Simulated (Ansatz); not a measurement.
# C4H10N2: up Jacob's ladder to CCSD(T)

How much do the methods differ for C4H10N2? The plan is to run it at one geometry with functionals of several rungs and with coupled cluster. The yardstick is the atomisation energy at the CCSD(T) limit.

Computed with Ansatz 0.2.0, Gaussian basis. Level: functionals in def2-TZVPP, the program's frozen cores in correlated methods.

The runs, in order: LDA (SPW92), PBE-D4, revPBE-D4, BLYP-D4, r2SCAN-D4, B97M-V, PBE0-D4, B3LYP-D4, r2SCANh-D4, r2SCAN0-D4, HSE06-D4, BHLYP-D4, CAM-B3LYP-D4, LC-ωPBE, ωB97X-V, ωB97M-V, B2PLYP, PBE-QIDH; CCSD(T)/def2-SVP; CCSD(T)/def2-TZVPP; MP2/def2-QZVPP; extrapolation to the limit; RPA on PBE.

## (1) The geometry

All runs share one geometry, relaxed beforehand with PBE0-D4 in a triple-zeta def2 set.

SMILES `C1CNCCN1`, 16 atoms, charge 0, spin multiplicity 1.

Atoms are counted from 1 here; the program's logs count them from 0.

Bond lengths: C1–C2 1.543 Å, C1–N6 1.449 Å, C1–H7 1.095 Å, C1–H8 1.092 Å, C2–N3 1.454 Å, C2–H9 1.104 Å, C2–H10 1.095 Å, N3–C4 1.448 Å, N3–H11 1.010 Å, C4–C5 1.540 Å, C4–H12 1.105 Å, C4–H13 1.092 Å, C5–N6 1.457 Å, C5–H14 1.092 Å, C5–H15 1.096 Å, N6–H16 1.012 Å. Angles: C2–C1–N6 112.9°, C2–C1–H7 110.0°, C2–C1–H8 110.3°, N6–C1–H7 107.4°, N6–C1–H8 109.6°, H7–C1–H8 106.4°, C1–C2–N3 108.7°, C1–C2–H9 109.1°, C1–C2–H10 110.5°, N3–C2–H9 112.8°, N3–C2–H10 108.4°, H9–C2–H10 107.3°, C2–N3–C4 110.8°, C2–N3–H11 110.8°, C4–N3–H11 111.5°, N3–C4–C5 107.7°, N3–C4–H12 112.3°, N3–C4–H13 109.5° and more.

## (2) LDA

This LDA is Slater exchange with PW92 correlation.

Input file in.yaml:

```yaml
crystal:
  periodic: [false, false, false]
  atoms:
    - {symbol: C, position_ang: [-0.660468, 0.190501, 1.217171]}
    - {symbol: C, position_ang: [0.876098, 0.076300, 1.128368]}
    - {symbol: N, position_ang: [1.273009, 0.192448, -0.265915]}
    - {symbol: C, position_ang: [0.421606, -0.617412, -1.112792]}
    - {symbol: C, position_ang: [-0.969629, 0.042597, -1.145150]}
    - {symbol: N, position_ang: [-1.246249, 0.823814, 0.053027]}
    - {symbol: H, position_ang: [-1.105161, -0.805877, 1.306576]}
    - {symbol: H, position_ang: [-0.947929, 0.739342, 2.116774]}
    - {symbol: H, position_ang: [1.193586, -0.877044, 1.585287]}
    - {symbol: H, position_ang: [1.354135, 0.883054, 1.692866]}
    - {symbol: H, position_ang: [2.247251, -0.046581, -0.382403]}
    - {symbol: H, position_ang: [0.338755, -1.657899, -0.751013]}
    - {symbol: H, position_ang: [0.845867, -0.664098, -2.118383]}
    - {symbol: H, position_ang: [-1.051793, 0.709788, -2.005975]}
    - {symbol: H, position_ang: [-1.740727, -0.727882, -1.259149]}
    - {symbol: H, position_ang: [-0.828358, 1.738929, -0.059309]}
basis:
  gaussian: {orbitals: def2-TZVPP}
hamiltonian: {xc: lda}
output: {orbitals: {seedname: orbitals}}
```

The run is started by

```
ansatz run in.yaml --threads 2 --pin off --events-out ev --progress --plain --max-ram 32768MiB --backend cuda --devices 0, --max-vram 18GiB
```

After this run come: PBE-D4 (GGA); revPBE-D4 (GGA); BLYP-D4 (GGA); r2SCAN-D4 (meta-GGA); B97M-V (meta-GGA); B3LYP-D4 (hybrid); r2SCANh-D4 (hybrid); r2SCAN0-D4 (hybrid); HSE06-D4 (hybrid); BHLYP-D4 (hybrid); CAM-B3LYP-D4 (range-separated); LC-ωPBE (range-separated); ωB97X-V (range-separated); ωB97M-V (range-separated); B2PLYP (double hybrid); PBE-QIDH (double hybrid); CCSD(T) in def2-SVP; CCSD(T) in def2-TZVPP; MP2 in def2-QZVPP; RPA on PBE orbitals.

**Question.** What will the summary of the whole plan be? Wanted: atomisation energy, CCSD(T)/CBS; farthest beyond LDA; mean size of error, GGA; mean size of error, meta-GGA; mean size of error, hybrid; mean size of error, range-separated; mean size of error, double hybrid; gap, smallest and largest; T1 diagnostic.

The runs gave:

```
                               quantity                                                               value
        atomisation energy, CCSD(T)/CBS                                                       6234.6 kJ/mol
 functionals within 31.2 kJ/mol (0.5 %)  revPBE-D4, BLYP-D4, r2SCAN-D4, B97M-V, B3LYP-D4, LC-ωPBE, PBE-QIDH
                    farthest beyond LDA                                              PBE-D4 (+174.9 kJ/mol)
                mean size of error, GGA                                                         70.5 kJ/mol
           mean size of error, meta-GGA                                                          1.3 kJ/mol
             mean size of error, hybrid                                                         71.9 kJ/mol
    mean size of error, range-separated                                                         36.4 kJ/mol
      mean size of error, double hybrid                                                         34.6 kJ/mol
              gap, smallest and largest                               4.93 eV (BLYP-D4), 12.05 eV (LC-ωPBE)
                          T1 diagnostic                                                              0.0097
triples share of the correlation energy                                                               4.0 %
```

LDA overbinds by 970.7 kJ/mol (16 %). PBE-D4 is off by +174.9 kJ/mol. Double hybrids carry the basis error of their MP2 part in triple zeta, and no dispersion term here, so their miss is partly the set-up's. Taken by rung, meta-GGA functionals do best (1.3 kJ/mol on average) and hybrid ones worst beyond LDA (71.9 kJ/mol). The mean of the hybrids holds BHLYP, with half exact exchange. Misses under about 31.2 kJ/mol are within the doubt on the reference itself, which lacks core-valence correlation, relativity and higher excitations. Hartree-Fock recovers 71 % of the binding; the rest is correlation. CCSD(T) in def2-SVP is off by -295.8 kJ/mol, worse than the median functional, from the basis alone. Orbital gaps span 4.9 to 12.1 eV; exact exchange widens them.
